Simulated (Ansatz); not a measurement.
Ansatz (an electronic-structure program) input (CCSD(T)/cc-pVDZ):

Ansatz 0.2 input:
```yaml
crystal:
  periodic: [false, false, false]
  atoms:
    - {symbol: C, position_ang: [-0.01075073, 0.64443952, -0.00020773]}
    - {symbol: C, position_ang: [1.14148505, -0.05703999, 0.00113003]}
    - {symbol: F, position_ang: [-1.11822560, -0.31777191, -0.00099264]}
    - {symbol: H, position_ang: [1.19675056, -1.15149369, 0.00151889]}
    - {symbol: H, position_ang: [2.08287389, 0.48704365, 0.00188105]}
basis:
  gaussian:
    orbitals: cc-pVDZ
total_charge: -1
magnetization: {spin_polarized: false}
correlation: {method: ccsd_t, electrons: outside_noble_gas}
```

Output:

```
Functional definition: HF
integrals: 0.02 GiB planned
479 factors; integrals over basis functions are off by at most 1.2e-3 eV
mean field: 0.09 GiB planned
mean field evaluation 1: about -4794.1020 eV, gradient 2.4e1 eV
mean field evaluation 2: about -4794.1049 eV, gradient 2.4e1 eV
mean field evaluation 4: about -4795.6513 eV, gradient 2.8e0 eV
mean field evaluation 8: about -4795.6860 eV, gradient 2.1e-4 eV
mean field evaluation 16: about -4795.6840 eV, gradient 6.2e-1 eV
mean field -4795.68601771 eV, -176.2382105182 hartree, gradient 9.1e-7 eV, S^2 0.000000; 0 other end points of the search recorded, 0 dependent functions left out
3 core orbitals not correlated
reference -4795.68601771 eV, -176.2382105182 hartree; 9, 9 occupied and 40, 40 virtual orbitals, 479 factors
second order -12.25840311 eV of doubles, -0.00000000 eV of singles
coupled cluster: 0.10 GiB planned
cycle   1  -12.53263566 eV  change   -2.7e-1 eV  update   8.7e-2
cycle   2  -12.85748746 eV  change   -3.2e-1 eV  update   2.8e-2
cycle   3  -12.95155689 eV  change   -9.4e-2 eV  update   1.6e-2
cycle   4  -12.94946503 eV  change    2.1e-3 eV  update   4.6e-3
cycle   5  -12.94696480 eV  change    2.5e-3 eV  update   2.2e-3
cycle   6  -12.94744120 eV  change   -4.8e-4 eV  update   8.1e-4
cycle   7  -12.94728858 eV  change    1.5e-4 eV  update   3.2e-4
cycle   8  -12.94718392 eV  change    1.0e-4 eV  update   1.2e-4
cycle   9  -12.94720747 eV  change   -2.4e-5 eV  update   4.5e-5
cycle  10  -12.94721062 eV  change   -3.2e-6 eV  update   1.3e-5
perturbative correction -0.37561207 eV, -0.0138034888 hartree
Total energy: -4809.00884040 eV, -176.7278152215 hartree
```
